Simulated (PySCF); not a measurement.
Results of MP2 in PySCF (GTH pseudopotentials, Gaussian basis, DZ basis) for zinc-blende GaP.

The same calculation (at the measured cell, 20.240 Å³/atom) with different numerical settings:

```csv
run,k mesh,correlation energy (eV/atom),total energy (eV/atom)
1,2×2×2,-2.6099,-1128.2294
2,3×3×3,-2.8821,-1128.9082
3,4×4×4,-3.0004,-1129.0623
```

In the column total energy (eV/atom) the first row differs from the last by +0.8329 and the next to last by +0.1541.

The last row is no converged limit: other settings stay fixed.
